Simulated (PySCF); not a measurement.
A geometry optimisation, step by step.

Compound: C₃H₇N₂O (charge +1).
Numbering: `[NH2:1]/[CH:2]=[C:3](/[OH:4])[CH:5]=[NH2+:6]` (hydrogens: H7, H8 on N1; H9 on C2; H10 on O4; H11 on C5; H12, H13 on N6)
Bond orders are those of one Lewis drawing.

Method: PySCF, CAM-B3LYP/def2-SVP geometry optimisation, gas phase; density fitting, grid level 1; the optimiser is geomeTRIC in internal coordinates, started from a GFN2-xTB structure. The frame can shift and turn from step to step; on so coarse a grid that alone can change the energy by a few meV, and forces under 0.02 eV/Å are noise.

Step 0: E = -8235.3707 eV, largest atomic force 0.658 eV/Å
```
atom  x, y, z in Å  |  force x, y, z in eV/Å
N1      0.602    0.604    2.005    0.012   0.150  -0.159
C2      0.499    1.039    0.759   -0.193  -0.627   0.058
C3      0.047    0.340   -0.350    0.013   0.212  -0.291
O4      0.005    0.926   -1.586   -0.065  -0.258   0.099
C5     -0.399   -0.986   -0.329    0.094   0.491  -0.345
N6     -0.813   -1.580   -1.424    0.121   0.220   0.241
H7      0.946    1.215    2.729    0.091   0.136   0.244
H8      0.346   -0.333    2.274   -0.037  -0.226   0.183
H9      0.811    2.067    0.603    0.116   0.352  -0.016
H10     0.312    1.839   -1.570   -0.001   0.047  -0.093
H11    -0.415   -1.548    0.593   -0.040  -0.310   0.327
H12    -1.145   -2.532   -1.433   -0.090  -0.276   0.009
H13    -0.799   -1.052   -2.289   -0.022   0.088  -0.256
```

Step 1: E = -8235.3907 eV, largest atomic force 0.191 eV/Å
```
atom  x, y, z in Å  |  force x, y, z in eV/Å
N1      0.627    0.572    2.015    0.003  -0.077   0.098
C2      0.538    0.994    0.762    0.027   0.176  -0.069
C3      0.077    0.330   -0.365   -0.010  -0.075   0.044
O4      0.048    0.895   -1.605    0.015   0.072  -0.025
C5     -0.405   -0.980   -0.348   -0.008  -0.082   0.049
N6     -0.839   -1.563   -1.441   -0.013  -0.034  -0.043
H7      0.985    1.188    2.737   -0.004   0.001  -0.040
H8      0.360   -0.359    2.318   -0.004   0.023  -0.025
H9      0.880    2.027    0.614   -0.014  -0.068   0.008
H10     0.367    1.805   -1.625   -0.009  -0.016  -0.002
H11    -0.437   -1.566    0.574   -0.002   0.040  -0.043
H12    -1.188   -2.516   -1.444    0.008   0.037   0.013
H13    -0.823   -1.045   -2.320    0.011   0.003   0.035
```

Step 2: E = -8235.3900 eV, largest atomic force 0.183 eV/Å
```
atom  x, y, z in Å  |  force x, y, z in eV/Å
N1      0.625    0.567    2.006    0.058   0.111   0.068
C2      0.540    1.003    0.756   -0.056  -0.172   0.032
C3      0.076    0.329   -0.363    0.030   0.108  -0.025
O4      0.047    0.899   -1.601   -0.029  -0.058  -0.056
C5     -0.405   -0.983   -0.342    0.017   0.065  -0.032
N6     -0.836   -1.564   -1.436   -0.008  -0.034  -0.016
H7      0.986    1.179    2.730   -0.002  -0.019   0.022
H8      0.351   -0.364    2.301   -0.002   0.014  -0.014
H9      0.885    2.033    0.610   -0.002  -0.017   0.015
H10     0.365    1.810   -1.617   -0.004  -0.012   0.005
H11    -0.441   -1.565    0.581   -0.001   0.003  -0.004
H12    -1.189   -2.516   -1.439   -0.001   0.001   0.002
H13    -0.813   -1.046   -2.313    0.000   0.009   0.002
```

Step 3: E = -8235.3913 eV, largest atomic force 0.088 eV/Å
```
atom  x, y, z in Å  |  force x, y, z in eV/Å
N1      0.626    0.570    2.011    0.028   0.052   0.022
C2      0.539    0.999    0.759   -0.029  -0.083   0.004
C3      0.076    0.328   -0.364    0.017   0.054   0.009
O4      0.046    0.897   -1.603   -0.011  -0.027  -0.022
C5     -0.406   -0.982   -0.344    0.004   0.026  -0.027
N6     -0.836   -1.564   -1.439   -0.001  -0.020  -0.004
H7      0.989    1.184    2.732   -0.001  -0.008   0.011
H8      0.354   -0.360    2.310   -0.005   0.002  -0.008
H9      0.884    2.029    0.612    0.002  -0.002   0.006
H10     0.363    1.808   -1.620   -0.001  -0.002   0.003
H11    -0.442   -1.566    0.578   -0.001   0.001   0.002
H12    -1.189   -2.515   -1.443   -0.001  -0.001   0.004
H13    -0.813   -1.045   -2.316   -0.001   0.008   0.001
```

Step 4: E = -8235.3915 eV, largest atomic force 0.033 eV/Å
```
atom  x, y, z in Å  |  force x, y, z in eV/Å
N1      0.627    0.571    2.013    0.000  -0.008   0.005
C2      0.539    0.997    0.760    0.003  -0.001   0.007
C3      0.076    0.330   -0.364   -0.011  -0.007  -0.022
O4      0.046    0.898   -1.604    0.002  -0.001  -0.005
C5     -0.406   -0.980   -0.348   -0.001  -0.017   0.028
N6     -0.837   -1.566   -1.440    0.011   0.025  -0.009
H7      0.990    1.184    2.735    0.001   0.006  -0.007
H8      0.351   -0.358    2.312   -0.003   0.001   0.000
H9      0.886    2.026    0.613    0.001  -0.001  -0.001
H10     0.363    1.809   -1.621   -0.002   0.001   0.000
H11    -0.441   -1.563    0.575    0.001   0.001   0.003
H12    -1.189   -2.517   -1.440   -0.001   0.001   0.001
H13    -0.817   -1.049   -2.318   -0.001   0.001  -0.001
```

Step 5: E = -8235.3913 eV, largest atomic force 0.056 eV/Å
```
atom  x, y, z in Å  |  force x, y, z in eV/Å
N1      0.628    0.574    2.016   -0.012  -0.030  -0.009
C2      0.539    0.994    0.760    0.018   0.050  -0.015
C3      0.075    0.327   -0.363    0.002  -0.010   0.045
O4      0.043    0.891   -1.604    0.011   0.013   0.012
C5     -0.406   -0.984   -0.345   -0.005   0.011  -0.040
N6     -0.835   -1.561   -1.442   -0.012  -0.042   0.019
H7      0.994    1.190    2.733    0.000   0.003  -0.004
H8      0.350   -0.353    2.319   -0.001   0.000   0.004
H9      0.888    2.022    0.610    0.002   0.003  -0.003
H10     0.358    1.803   -1.624   -0.002   0.003  -0.001
H11    -0.442   -1.569    0.577   -0.001  -0.001  -0.006
H12    -1.188   -2.513   -1.449   -0.002  -0.001  -0.005
H13    -0.813   -1.037   -2.316    0.001   0.001   0.003
```

Step 6: E = -8235.3915 eV, largest atomic force under 0.02 eV/Å
```
atom  x, y, z in Å  |  force x, y, z in eV/Å
N1      0.628    0.572    2.014   -0.003  -0.013   0.000
C2      0.539    0.996    0.760    0.007   0.017  -0.005
C3      0.075    0.329   -0.364   -0.002  -0.002   0.013
O4      0.045    0.895   -1.604    0.005   0.005   0.003
C5     -0.406   -0.982   -0.346   -0.003  -0.003  -0.006
N6     -0.836   -1.563   -1.441   -0.001  -0.012   0.002
H7      0.991    1.187    2.734    0.000   0.003  -0.004
H8      0.352   -0.356    2.315   -0.003   0.001   0.001
H9      0.886    2.025    0.612    0.001   0.000  -0.001
H10     0.361    1.806   -1.623   -0.001   0.001   0.000
H11    -0.442   -1.566    0.576    0.000   0.000  -0.002
H12    -1.189   -2.515   -1.445   -0.002   0.000  -0.001
H13    -0.814   -1.043   -2.317    0.000   0.002   0.001
```

Q: Summarise the path.

A: The energy falls by 0.48 kcal/mol from step 0 to step 6; nine tenths of that is first reached at step 1. It rises by more than 0.2 meV at step 2. The largest force goes from 0.658 to under 0.02 eV/Å. Among the bonds C5–H11 changes most, from 1.080 to 1.092 Å; the atoms move by 0.024 Å rms after alignment.

Q: Follow the three bonds and two angles with the largest change from start to end.

A: 
```csv
step,E above end (kcal/mol),largest force (eV/Å),C5–H11 (Å),C2–H9 (Å),N6–H12 (Å),C2–C3–O4 (°),N1–C2–C3 (°)
0,0.48,0.658,1.080,1.085,1.008,121.1,127.7
1,0.02,0.191,1.094,1.098,1.015,123.2,129.6
2,0.03,0.183,1.092,1.096,1.015,122.5,128.5
3,0.01,0.088,1.092,1.096,1.015,122.8,129.0
4,0.00,0.033,1.092,1.096,1.015,123.0,129.3
5,0.01,0.056,1.092,1.096,1.015,123.1,129.5
6,0.00,under 0.02,1.092,1.096,1.015,123.0,129.4
```

The cost below is that of the whole optimisation. The run took 53 s on one thread, Intel Xeon Platinum 8259CL at 2.50 GHz (x86_64), shared host with 96 logical CPUs at a one-minute load of 39, and the process peaked at 0.57 GiB of memory.
